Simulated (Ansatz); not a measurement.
The input, for Ansatz 0.2.0:

```yaml
crystal:
  periodic: [false, false, false]
  atoms:
    - {symbol: Sb, position_ang: [0.000000, 0.000000, 0.000000]}
    - {symbol: H, position_ang: [0.000000, 0.000000, 1.403000]}
basis:
  gaussian: {orbitals: def2-TZVP}
magnetization: {spin_polarized: true, initial_magnetization: 0}
hamiltonian: {xc: {name: B3LYP}}
correlation: {method: ccsd, electrons: valence}
```

```sh
$ ansatz run in.yaml --threads 1 --pin off --events-out ev --progress --plain --max-ram 2393MiB
```

Q: Roughly how long does this take on 1 thread of Arm Neoverse V1, shared host, and how much host memory?

A: 7 s wall and 0.17 GiB.

```
517 factors; integrals over basis functions are off by at most 8.7e-4 eV
mean field evaluation 1: about -6552.5396 eV, gradient 8.1e0 eV
mean field evaluation 2: about -6552.5541 eV, gradient 8.1e0 eV
mean field evaluation 4: about -6552.9195 eV, gradient 1.4e0 eV
mean field evaluation 8: about -6552.9250 eV, gradient 5.1e-3 eV
mean field evaluation 16: about -6553.0710 eV, gradient 9.7e-1 eV
mean field evaluation 32: about -6552.9250 eV, gradient 8.7e-7 eV
mean field evaluation 64: about -6553.4381 eV, gradient 7.6e0 eV
mean field -6553.79020081 eV, -240.8473475611 hartree, gradient 6.2e-6 eV, S^2 1.005349; 6 other end points of the search recorded, 0 dependent functions left out
4 core orbitals not correlated: weight in the atoms' cores, before any rotation towards them, 1.000 or more for the frozen orbitals, at most 0.000 for the correlated occupied ones
reference -6524.49852697 eV, -239.7708984021 hartree; 8, 8 occupied and 44, 44 virtual orbitals, 517 factors
second order -8.64943386 eV of doubles, -0.21463202 eV of singles
cycle   1  -8.46348852 eV  change    4.0e-1 eV  update   5.8e-2
cycle   2  -8.66639612 eV  change   -2.0e-1 eV  update   2.3e-2
cycle   3  -8.68992465 eV  change   -2.4e-2 eV  update   1.6e-2
cycle   4  -8.70431053 eV  change   -1.4e-2 eV  update   1.2e-2
cycle   5  -8.71923050 eV  change   -1.5e-2 eV  update   6.6e-3
cycle   6  -8.72267463 eV  change   -3.4e-3 eV  update   1.9e-3
cycle   7  -8.72298859 eV  change   -3.1e-4 eV  update   4.0e-4
cycle   8  -8.72307523 eV  change   -8.7e-5 eV  update   9.4e-5
cycle   9  -8.72304641 eV  change    2.9e-5 eV  update   3.1e-5
cycle  10  -8.72304642 eV  change   -8.5e-9 eV  update   8.3e-6
WARN: the results are in doubt because among natural orbitals full CI differs from the method by +0.948 eV
Total energy: -6533.22157338 eV, -240.0914644452 hartree
In doubt: among natural orbitals full CI differs from the method by +0.948 eV
```
